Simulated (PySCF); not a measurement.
Species: `FC1=C(F)CC1`. The columns A, B, C and D hold Mulliken, IAO, Hirshfeld and ESP-fitted charges (e) of one PBE0/pcSseg-1 density (PySCF), in a shuffled order. Coordinates in Å (GFN2-xTB); the density's dipole moment is (-1.72, -1.59, 0.20) D.

| atom | x | y | z | A | B | C | D |
| --- | --- | --- | --- | --- | --- | --- | --- |
| F1 | 0.234 | 2.413 | -0.195 | -0.248 | -0.155 | -0.252 | -0.085 |
| C2 | 0.198 | 1.083 | -0.093 | +0.220 | +0.147 | +0.178 | +0.057 |
| C3 | 1.098 | 0.111 | -0.061 | +0.220 | +0.158 | +0.178 | +0.057 |
| F4 | 2.429 | 0.041 | -0.118 | -0.248 | -0.158 | -0.252 | -0.085 |
| C5 | 0.078 | -0.985 | 0.069 | -0.271 | -0.224 | -0.212 | -0.069 |
| C6 | -0.978 | 0.155 | 0.031 | -0.271 | -0.220 | -0.212 | -0.069 |
| H7 | 0.117 | -1.543 | 1.002 | +0.149 | +0.113 | +0.143 | +0.048 |
| H8 | 0.036 | -1.677 | -0.769 | +0.149 | +0.113 | +0.143 | +0.048 |
| H9 | -1.641 | 0.136 | -0.830 | +0.149 | +0.113 | +0.143 | +0.048 |
| H10 | -1.563 | 0.270 | 0.941 | +0.149 | +0.113 | +0.143 | +0.048 |

Question: Which column most likely holds the ESP-fitted charges?

Answer: B. Σ q r misses the density's dipole by 0.04 D (B), 0.81 D (D), 1.49 D (A), 2.14 D (C). Charges fitted to the outside potential are the only set here that is tied to the molecule's multipoles.

Question: And the Hirshfeld charges?

Answer: D. The mean sizes are 0.061 e (D), 0.151 e (B), 0.185 e (C), 0.208 e (A), and Hirshfeld charges are commonly the smallest of these schemes.

As computed, A = IAO, B = ESP-fitted, C = Mulliken, D = Hirshfeld. Hydrogens on carbon: IAO +0.15 to +0.15, ESP-fitted +0.11 to +0.11, Mulliken +0.14 to +0.14, Hirshfeld +0.05 to +0.05 e.

The Mulliken scheme gives each basis function's population to the atom it is centred on and halves the overlap population of two atoms between them. The IAO scheme projects the occupied orbitals on a minimal set of polarised atomic orbitals and counts the electrons in each atom's part of it.

Isolated species at its GFN2-xTB geometry, gas phase.
